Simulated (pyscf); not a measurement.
Thermochemistry of product channels of H₂N–SiH₂–NH₂ (SMILES N[SiH2]N) on the singlet surface, in eV, from ωB97M-D3(BJ)/def2-TZVP energies (ideal gas, 1 atm, RRHO with modes under 100 cm⁻¹ raised to 100, one conformer, R ln 2 for chiral ones without a mode under 150 cm⁻¹). Optimised with ωB97X-D3(BJ)/def2-SVP in PySCF.

```
products                                                       ΔE  ΔH(298 K)  ΔG(600 K)  ΔG(900 K)
----------------------------------------------------------  -----  ---------  ---------  ---------
NH₃ (SMILES N) + H₂N–SiH: (SMILES N[SiH]) [singlet]         +2.18      +2.19      +1.32          ?
HN=SiH–NH₂ (SMILES N=[SiH]N) + H₂ (SMILES [H][H])           +2.26      +2.04      +1.31      +0.93
H₂N–Si:–NH₂ (SMILES N[Si]N) [singlet] + H₂ (SMILES [H][H])  +1.36      +1.24      +0.55      +0.19
NH₃ (SMILES N) + HN=SiH₂ (SMILES N=[SiH2])                      ?      +2.87      +2.00      +1.58
H₄N₂Si (SMILES N1N[SiH2]1) + H₂ (SMILES [H][H])             +4.09      +3.83      +3.21      +2.90
```

Some entries are withheld; supply them.


- NH₃ (SMILES N) + H₂N–SiH: (SMILES N[SiH]) [singlet], ΔG(900 K): +0.91
- NH₃ (SMILES N) + HN=SiH₂ (SMILES N=[SiH2]), ΔE: +2.96

The channel to H₂N–Si:–NH₂ [singlet] + H₂ turns favourable between 298 and 1200 K (ΔG from +0.90 eV to -0.16 eV).

These are energies of the channels, which say nothing of barriers.
